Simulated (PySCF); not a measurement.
All values below come from PBE-D3(BJ)/def2-TZVP // PBE0-D4/def2-TZVP (PySCF). Gas-phase values, no solvent. 

Reference species (SMILES): `[Si-]#[S+]` (neutral, multiplicity 1).

The HOMO–LUMO gap is 3.81 eV and the S1 oscillator strength is 0.000.

Changed species: `[O+]#[Si-]`.

Problem. Predict the effect on the HOMO–LUMO gap and S1 oscillator strength.

Solution. the HOMO–LUMO gap increases by 0.82 eV, to 4.63 eV; the S1 oscillator strength is nearly the same.
